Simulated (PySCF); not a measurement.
**The bond of NaCl−, level by level**

What are the lowest state that PBE0 finds, the bond length, vibrational wavenumber and bond energy of NaCl−, and how much do these hang on the method?

Program: PySCF 2.14.0. Level of theory: Na aug-cc-pVDZ-DK, Cl aug-cc-pVDZ-DK, spin-free X2C with a Gaussian nucleus. These are calculated values, not measurements.

2 further runs of the same task are left out: 2 set aside as unsound or not needed.

### 1 The job

The job is set up so:

```json
{"atoms": "Na, Cl", "charge": "-1", "basis": "Na aug-cc-pVDZ-DK, Cl aug-cc-pVDZ-DK", "Hamiltonian": "spin-free X2C with a Gaussian nucleus", "basis functions": "54", "electrons treated": "29", "masses in u": "22.9898, 34.9689", "levels": "PBE0, PBE, r²SCAN, B3LYP, B2PLYP, BLYP, CAM-B3LYP, HF, MP2, SCS-MP2, CCSD, CCSD(T)", "grid": "80 radial by 434 angular points", "occupations": "held fixed by the projection of orbital angular momentum", "dissociation limit": "Na + Cl−, each in its ground configuration", "starting distance in angstrom": "2.645", "values of 2S to try": "1, 3"}
```

Launch:

```sh
OMP_NUM_THREADS=1 python dia.py task.json out
```

The runs that follow: First curve: PBE0; PBE (GGA); r²SCAN; B3LYP; B2PLYP (double hybrid); BLYP; CAM-B3LYP (range-separated hybrid); UHF (mean field); Correlated methods on the Hartree–Fock reference.

Q: Predict the outcome of this session. Wanted: for each run, Re; ωe; De; μ.

**Answer**, as computed:

Lowest PBE0 solution found, without spin–orbit coupling: ²Σ⁺ (doublet), unpaired electrons σ ↑.

| level | Re (Å) | ωe (cm⁻¹) | De (eV) | μ (D) |
| --- | --- | --- | --- | --- |
| UHF | 2.539 | 263.7 | 1.27 | 5.05 |
| UHF-MP2 | 2.545 | 252.9 | 1.29 | n/a |
| UHF-SCS-MP2 | 2.546 | 252.7 | 1.28 | n/a |
| UHF-CCSD | 2.544 | 254.3 | 1.30 | n/a |
| UHF-CCSD(T) | 2.547 | 252.7 | 1.31 | n/a |
| PBE | 2.530 | 255.6 | 1.26 | 4.47 |
| BLYP | 2.546 | 248.2 | 1.14 | 4.40 |
| r²SCAN | 2.516 | 266.2 | 1.32 | 4.54 |
| B3LYP | 2.529 | 256.1 | 1.19 | 4.23 |
| PBE0 | 2.516 | 263.7 | 1.29 | 4.55 |
| CAM-B3LYP | 2.511 | 262.8 | 1.22 | 4.12 |
| B2PLYP | 2.528 | 258.1 | 1.23 | 4.51 |

De is counted to Na + Cl− in their ground configurations. A positive dipole points from Na to Cl; in an ion it is taken about the centre of mass and does not tell which atom is negative.

Differences from CCSD(T) in the same basis:

| level | Re (mÅ) | ωe (%) |
| --- | --- | --- |
| UHF | -8 | +4.3 |
| UHF-MP2 | -2 | +0.1 |
| UHF-SCS-MP2 | 0 | 0.0 |
| UHF-CCSD | -3 | +0.6 |
| PBE | -16 | +1.2 |
| BLYP | -1 | -1.8 |
| r²SCAN | -30 | +5.3 |
| B3LYP | -17 | +1.4 |
| PBE0 | -31 | +4.4 |
| CAM-B3LYP | -36 | +4.0 |
| B2PLYP | -19 | +2.2 |

**Reading.** Judged by CCSD(T) in the same basis: best bond length UHF-SCS-MP2 (0 mÅ), worst CAM-B3LYP (-36 mÅ); best wavenumber UHF-SCS-MP2 (0.0 %), worst r²SCAN (+5.3 %). Hartree–Fock makes the bond too short and too stiff against this reference, as it mostly does. CCSD(T) in a basis this small is itself some way from its limit, more so than the functionals. Of the levels with a De here, BLYP gives the least (1.14 eV) and r²SCAN the most (1.32 eV).

Correlated steps freeze 6 core orbitals. B2PLYP dipoles, levels and charges come from its SCF part alone. With some functionals the highest level of the anion is positive, from self-interaction error or because the anion is truly unbound there; the finite basis then holds the extra electron, and no neutral molecule was run to test the binding.
